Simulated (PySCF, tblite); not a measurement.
Isomers of C3H6N (doublet state). Calculated harmonic vibrations of the isolated species, GFN2-xTB (tblite), most abundant isotopes, no scaling. This tight-binding method is rough: wavenumbers can miss measured ones by several per cent, in bad cases by 10 to 20. One conformer each. Open shells enter through the occupations alone, without spin polarisation, and single modes of such species can be off by tens of per cent.

Electronic energies: B3LYP/pcH-1 single points on the GFN2-xTB geometries (PySCF, gas phase).

```tsv
SMILES	electronic energy, lowest = 0 (kcal/mol)
[CH2]/C=N/C	0.0
N[C@H]1[CH]C1	31.9
N[C]1CC1	18.7
```

Question: How do GFN2-xTB zero-point energies change the relative energies?

Answer: 
```csv
SMILES,ZPE (kcal/mol),of it from modes above 1550 cm⁻¹,electronic (kcal/mol),"with ZPE, lowest = 0 (kcal/mol)",lowest mode (cm⁻¹),rings
[CH2]/C=N/C,50.5,25.6,0.0,0.0,156,0
N[C]1CC1,52.2,27.2,18.7,20.4,266,1
N[C@H]1[CH]C1,51.8,27.2,31.9,33.1,222,1
```

The zero-point energies span 1.7 kcal/mol, from `[CH2]/C=N/C` to `N[C]1CC1`. The order is unchanged.

Question: And how do the electronic energies of GFN2-xTB itself compare?

Answer: `[CH2]/C=N/C` 0.0; `N[C]1CC1` 17.8; `N[C@H]1[CH]C1` 28.1 kcal/mol, lowest = 0. Against the energies above, taken from the same isomer `[CH2]/C=N/C`, the largest difference is 3.8 kcal/mol.

Question: What do entropy and thermal enthalpy add at 298.15 K and 1 bar (rigid rotor, harmonic oscillator, one conformer each)?

Answer: 
```
       SMILES  point group  symmetry number  S (cal/(mol K))  H − H(0) (kcal/mol)  ZPE + H − H(0) − TS (kcal/mol)
  [CH2]/C=N/C           Cs                1             71.0                 3.83                            33.2
     N[C]1CC1           Cs                1             68.5                 3.47                            35.3
N[C@H]1[CH]C1           C1                1             68.5                 3.48                            34.8
```

S holds R ln(2S + 1) for the spin.
